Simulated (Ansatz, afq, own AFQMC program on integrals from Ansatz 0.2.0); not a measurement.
**BGeH$_{6}$, doublet: AFQMC among the cluster methods**

| atom | x (Å) | y (Å) | z (Å) |
| --- | --- | --- | --- |
| B | -2.6135 | 0.0000 | 0.0000 |
| H | -3.2102 | 1.0336 | 0.0000 |
| H | -3.2102 | -1.0336 | 0.0000 |
| H | -1.2225 | 0.0000 | 0.0000 |
| Ge | 0.4565 | 0.0000 | 0.0000 |
| H | 0.9252 | -1.4659 | 0.0000 |
| H | 0.9252 | 0.7330 | -1.2695 |
| H | 0.9252 | 0.7330 | 1.2695 |

Basis cc-pVDZ. Noble-gas cores (and the filled d shells of Ga–Kr and In–Xe) are frozen. AFQMC by an in-house program on the Cholesky factors that Ansatz 0.2.0 writes for its CCSD(T) run. ph-AFQMC/CISD is guided by a CISD state made of CCSD amplitudes; releasing the constraint for a short imaginary time cuts its bias at the price of noise, slowly where states lie close. Error bars are statistical, one sigma. No spin–orbit coupling.

Determinant: UHF, the one that the program's search chose, which needn't be the lowest solution. The geometry is a point of a scan.

No full CI on the walks' own integrals is used here; CCSDT(Q) serves as the reference and is uncertain by about the last step of the cluster series.

Cautions: no relativity below Rb; no spin-orbit coupling; inner d shell frozen.

The T1 diagnostic is 0.0116 and the weight of the determinant in the CISD state is 0.874. The ⟨S²⟩ of the determinant is 0.769. The size of the correlated space is 13 electrons in 56 orbitals.

Reference: CCSDT(Q), correlation energy -6.828 eV. The released energy is read at 2.40 1/Eh (meV from the phaseless value at times in 1/Eh: 1.0 ± 2.2 at 0.24, -0.3 ± 1.7 at 0.51, -1.9 ± 2.1 at 0.99, -4.5 ± 1.9 at 1.62, -6 ± 3 at 2.40).

| level | E − E(reference) (mEh) | share of correlation (%) |
| --- | --- | --- |
| HF | 250.91 | 0.00 |
| MP2 | 56.08 | 77.65 |
| CCSD | 6.24 | 97.51 |
| CCSD(T) | 1.29 | 99.49 |
| CCSDT | 0.16 | 99.94 |
| ph-AFQMC/CISD | 0.20 ± 0.09 | 99.92 |
| released AFQMC | 0.00 ± 0.11 | 100.00 |

A walk keeps the symmetry of its determinant, which the program's search chose and which needn't be the lowest solution, so a lower state of the same spin and another symmetry isn't excluded. Released energies are given only where the last usable release times agree within the noise; a slower fall can still hide under it.
